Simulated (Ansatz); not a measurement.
# H2F (doublet): wave-function methods side by side at distance H1–H2 along a hydrogen transfer = 1.096 Å, 6-31G

Aim: climb from Hartree-Fock through coupled cluster and multireference methods for H2F (doublet) at one geometry and basis, and see what each rung misses.

Method: 6-31G, core rule «outside noble gas», up to 1 orbitals frozen; program: Ansatz 0.2.0, Gaussian basis.

Plan: UHF; CCSD(T) on ROHF; CCSD(T) on UHF; BCCD(T) on ROHF; CISD; CCSDT(Q) on ROHF; CCSDT(Q) on UHF; CISDTQ; CCSDTQ on ROHF; CCSDTQ on UHF; CASSCF and MRCISD+Q, 3 electrons in 3 orbitals; CASSCF and NEVPT2, 3 electrons in 3 orbitals; CASSCF and MRCISD+Q, 9 electrons in 6 orbitals; CASSCF and NEVPT4(SD), 9 electrons in 6 orbitals; CASSCF and NEVPT2, 9 electrons in 6 orbitals; Full CI.

8 further runs of the same task are left out: 1 for a mislabelled method, 6 that didn't finish, 1 set aside as unsound or not needed.

### 1 The geometry

The geometry derives from fragments relaxed apart (PBE0/def2-TZVP) and kept rigid, so it is no stationary point. A hydrogen atom is moved between rigid fragments.

3 atoms, charge 0, spin multiplicity 2.

Atoms are counted from 1 here; the program's logs count them from 0.

Bond lengths: H2–F3 1.040 Å.

### 2 UHF

The input, in.yaml:

```yaml
crystal:
  periodic: [false, false, false]
  atoms:
    - {symbol: H, position_ang: [0.000000, 0.000000, -1.077333]}
    - {symbol: H, position_ang: [0.000000, 0.000000, 0.018667]}
    - {symbol: F, position_ang: [0.000000, 0.000000, 1.058667]}
basis:
  gaussian: {orbitals: 6-31G}
magnetization: {spin_polarized: true, initial_magnetization: 1}
hamiltonian: {xc: hf}
output: {orbitals: {seedname: orbitals}}
```

Run with:

```console
> ansatz run in.yaml --threads 1 --pin off --events-out ev --progress --plain --max-ram 2393MiB
```

The runs that follow: CCSD(T) on ROHF; CCSD(T) on UHF; BCCD(T) on ROHF; CISD; CCSDT(Q) on ROHF; CCSDT(Q) on UHF; CISDTQ; CCSDTQ on ROHF; CCSDTQ on UHF; CASSCF and MRCISD+Q, 3 electrons in 3 orbitals; CASSCF and NEVPT2, 3 electrons in 3 orbitals; CASSCF and MRCISD+Q, 9 electrons in 6 orbitals; CASSCF and NEVPT4(SD), 9 electrons in 6 orbitals; CASSCF and NEVPT2, 9 electrons in 6 orbitals; Full CI.

Q: Predict the results of all the runs planned. Wanted: FCI below the RHF energy; RMP2 from FCI; UMP2 from FCI; RCCSD from FCI; RCCSD(T) from FCI; UCCSD(T) from FCI; RCCSDT(Q) from FCI; UCCSDT(Q) from FCI; NEVPT2 pair from FCI.

**Answer**, as computed:

| quantity | value |
| --- | --- |
| FCI below the RHF energy | -3.8976 eV |
| RMP2 from FCI | +152.6 meV |
| UMP2 from FCI | +179.4 meV |
| RCCSD from FCI | +41.8 meV |
| RCCSD(T) from FCI | +15.6 meV |
| UCCSD(T) from FCI | +14.0 meV |
| RCCSDT(Q) from FCI | -0.4 meV |
| UCCSDT(Q) from FCI | -0.3 meV |
| NEVPT2 pair from FCI | +30.9 meV |
| MRCISD+Q pair from FCI | +53.4 meV |
| NEVPT2 valence from FCI | +336.3 meV |
| levels within 1 kcal/mol (43 meV) | RCCSD, UCCSD, RCCSD(T), UCCSD(T), BCCD(T), RCCSDT, UCCSDT, CISDTQ, RCCSDT(Q), UCCSDT(Q), RCCSDTQ, UCCSDTQ, NEVPT2 pair |
| T1 diagnostic | 0.021 |
| effectively unpaired electrons | 1.01 |

What this shows: RCCSD(T) misses by +15.6 meV, 0.4 % of the correlation energy. One determinant dominates. Of the multireference levels listed NEVPT2 pair comes nearest in total energy (+30.9 meV), which doesn't show that its space is the better one. These misses are within one basis, not against nature; the frozen cores of restricted and unrestricted runs differ, which can shift their rows.
